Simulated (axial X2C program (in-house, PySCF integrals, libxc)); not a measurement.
## Outer orbitals of AlS at 2.047 Å, PBE0

Computed with an in-house relativistic program for diatomic molecules. Spin-free means the one-electron spin-free X2C Hamiltonian; two-component (2c) means X2C with spin–orbit coupling and atomic mean-field two-electron Coulomb and Gaunt terms, so the difference of the two also holds small scalar two-electron terms. Basis: S dyall-av3z [9s8p3d2f], Al dyall-v3z [8s8p2d1f] (cores contracted in-house); Gaussian nuclei, density fitting, unrestricted open shells. Masses: S 31.972 u, Al 26.982 u.

The distance is close to the 2c PBE0 minimum; the highest filled and lowest empty levels are listed.

Spin-free orbitals, state M_S = 1/2, Λ = 0 (beyond evenly filled blocks: σα) (Löwdin shares):

```
symmetry  occupied  ε (eV)             atomic character
      σα       yes  -18.77   71% S s, 11% Al p, 8% Al s
      σβ       yes  -18.25   72% S s, 11% Al p, 8% Al s
      σα       yes  -10.45    51% S p, 37% Al s, 7% S s
      σβ       yes   -9.40    54% S p, 34% Al s, 7% S s
      σα       yes   -7.43  39% Al p, 32% S p, 22% Al s
     π+α       yes   -7.21   77% S p, 15% Al p, 5% Al d
     π-α       yes   -7.21   77% S p, 15% Al p, 5% Al d
     π-β       yes   -7.12   78% S p, 14% Al p, 6% Al d
     π+β       yes   -7.12   78% S p, 14% Al p, 6% Al d
      σβ        no   -4.33  35% Al p, 27% Al s, 27% S p
     π+α        no   -1.88  64% Al p, 13% Al d, 11% S d
     π-α        no   -1.88  64% Al p, 13% Al d, 11% S d
     π-β        no   -1.24   66% Al p, 12% S d, 11% S p
     π+β        no   -1.24   66% Al p, 12% S d, 11% S p
```

Spinors with spin–orbit coupling (state Ω = 1/2):

```csv
ω,occupied,ε (eV),atomic character,λ mixture
1/2,yes,-18.78,"71% S s, 11% Al p, 8% Al s",100% σ
-1/2,yes,-18.26,"72% S s, 11% Al p, 8% Al s",100% σ
1/2,yes,-10.45,"51% S p, 37% Al s, 7% S s",100% σ
-1/2,yes,-9.40,"54% S p, 34% Al s, 7% S s",100% σ
1/2,yes,-7.43,"39% Al p, 32% S p, 21% Al s",100% σ
-1/2,yes,-7.24,"77% S p, 15% Al p, 5% Al d",100% π
3/2,yes,-7.19,"77% S p, 15% Al p, 5% Al d",100% π
1/2,yes,-7.14,"78% S p, 14% Al p, 6% Al d",100% π
-3/2,yes,-7.10,"78% S p, 14% Al p, 6% Al d",100% π
-1/2,no,-4.33,"35% Al p, 27% Al s, 27% S p",100% σ
-1/2,no,-1.89,"64% Al p, 13% Al d, 11% S d",100% π
3/2,no,-1.87,"64% Al p, 13% Al d, 10% S d",100% π
1/2,no,-1.25,"66% Al p, 13% S d, 11% S p",100% π
```

Mulliken charges and populations of the two-component result (they depend on the basis, above all on diffuse functions):

S -0.17 e (s 5.78 p 10.34 d 0.04), Al 0.17 e (s 5.52 p 7.14 d 0.15 f 0.02). ⟨Lz⟩ = 0.00 ħ and ⟨Sz⟩ = 0.50 ħ (0.18 and 0.32 on the two atoms), which add up to Ω.

The state is one determinant whose occupation by symmetry is held fixed; it was picked as the lowest of a PBE0 search that is not exhaustive. Density functionals use the spin component along the axis (collinear). The stretched end of a curve changes character and is left out.
